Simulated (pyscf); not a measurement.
`[CH3][CH2][CH]([CH3])[OH]` → `[CH2]=[CH][CH3]` + `[CH3][OH]` (elimination; singlet surface; C–O, C–C broken, C–O formed). Structures and frequencies: ωB97X-D3(BJ)/def2-SVP in PySCF. Energies in eV from the reactant's lowest minimum found.

| level | barrier | reaction energy |
|---|---|---|
| r²SCAN/def2-TZVP | 4.66 | +1.30 |
| B3LYP-D3(BJ)/def2-TZVP | 4.68 | +1.16 |
| PBE0-D3(BJ)/def2-TZVP | 4.90 | +1.40 |
| M06-2X/def2-TZVP | (withheld) | +1.30 |
| ωB97M-D3(BJ)/def2-TZVP | 4.95 | +1.28 |
| HF/def2-TZVP | (withheld) | (withheld) |

### Question
Some entries are withheld; supply them.

### Answer

- M06-2X/def2-TZVP, barrier: 5.02
- HF/def2-TZVP, barrier: 5.91
- HF/def2-TZVP, reaction energy: +0.95

The functionals in the table span 0.36 eV in this barrier, from r²SCAN to M06-2X. The same reactants have a lower exit, to •H₂C–CH₃ + H₃C–CH•–OH (no saddle counted: cutting one bond costs +3.88 eV at ωB97M-D3(BJ), against +4.95 eV here). One saddle was located; it need not be the lowest between these sides.
